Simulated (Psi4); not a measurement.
This Psi4 input (PBE0/jun-cc-pV(T+d)Z) gives -238.19388 Eh with 131 basis functions.

```
memory 8100 MB

molecule {
-1 1
C    -0.14705728   -0.01302798    0.65292698
F     0.01653730    1.14223575   -0.25159314
F    -0.01718667   -1.12927050   -0.30451251
H     0.88818797   -0.03851944    1.08738899
}

set {
  basis jun-cc-pv(t+d)z
  scf_type df
}

energy('pbe0')
print_variables()
```

Change:
```diff
- basis jun-cc-pv(t+d)z
+ basis 6-311+g**
```

What does the run give now?

-238.17557 Eh (PBE0/6-311+G**, 72 functions), a change of +18.31 mEh.
